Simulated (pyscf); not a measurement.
Substitution at Si: GeH₃• + H₃Si–SiH₃ → H₃Si–GeH₃ + SiH₃•

Gas phase, doublet surface, charge 0. Bonds broken: Si5–Si6. Bonds formed: Ge1–Si5. Single points on ωB97X-D3(BJ)/def2-SVP structures (PySCF, gas phase).

Transition state (Å):

```xyz
12

Ge     0.4711     1.6547    -1.0093
H      1.6012     1.0703    -1.8780
H      1.0524     2.7483    -0.0932
H     -0.5987     2.2790    -1.9253
Si    -0.5553    -0.1601     0.3806
Si    -1.5723    -1.9603     1.7583
H     -0.9759    -0.9072    -0.8516
H      0.7684    -0.4581     1.0228
H     -1.4952     0.8197     1.0206
H     -0.9159    -3.2622     1.4334
H     -3.0332    -2.0470     1.4587
H     -1.3751    -1.6469     3.2055
```

One imaginary mode, 473i cm⁻¹; descent along it reached the two sides named.

```csv
bond,change,reactant side (Å),saddle,product side
Si5–Si6,breaks,2.340,2.485,3.6
Ge1–Si5,forms,3.6,2.506,2.373
```

Electronic energies relative to the separated reactants (eV):

```json
[
 {"level": "ωB97X-D3(BJ)/def2-TZVP", "barrier": "0.27", "reaction energy": "+0.12", "reverse barrier": "0.15"},
 {"level": "PBE/def2-TZVP", "barrier": "0.14", "reaction energy": "+0.10", "reverse barrier": "0.04"},
 {"level": "r²SCAN/def2-TZVP", "barrier": "0.21", "reaction energy": "+0.08", "reverse barrier": "0.13"},
 {"level": "B3LYP-D3(BJ)/def2-TZVP", "barrier": "0.32", "reaction energy": "+0.12", "reverse barrier": "0.20"},
 {"level": "PBE0-D3(BJ)/def2-TZVP", "barrier": "0.21", "reaction energy": "+0.11", "reverse barrier": "0.11"},
 {"level": "M06-2X/def2-TZVP", "barrier": "0.54", "reaction energy": "+0.22", "reverse barrier": "0.32"},
 {"level": "ωB97M-D3(BJ)/def2-TZVP", "barrier": "0.49", "reaction energy": "+0.19", "reverse barrier": "0.31"},
 {"level": "HF/def2-TZVP", "barrier": "1.31", "reaction energy": "+0.13", "reverse barrier": "1.17"}
]
```

With ωB97M-D3(BJ)/def2-TZVP energies and thermal terms (ideal gas, 1 atm, RRHO with modes under 100 cm⁻¹ raised to 100, one conformer, R ln 2 for rigid chiral ones), in eV:

| T (K) | ΔH‡ | ΔG‡ | ΔH | ΔG |
|---|---|---|---|---|
| 298 | 0.49 | 0.90 | +0.19 | +0.17 |
| 600 | 0.52 | 1.30 | +0.19 | +0.15 |
| 900 | 0.55 | 1.69 | +0.19 | +0.13 |
| 1200 | 0.58 | 2.07 | +0.19 | +0.11 |

One saddle was located; it need not be the lowest between these sides. The angle at the attacked Si is 180°. Elements up to Kr have no core potential and no relativistic terms here.
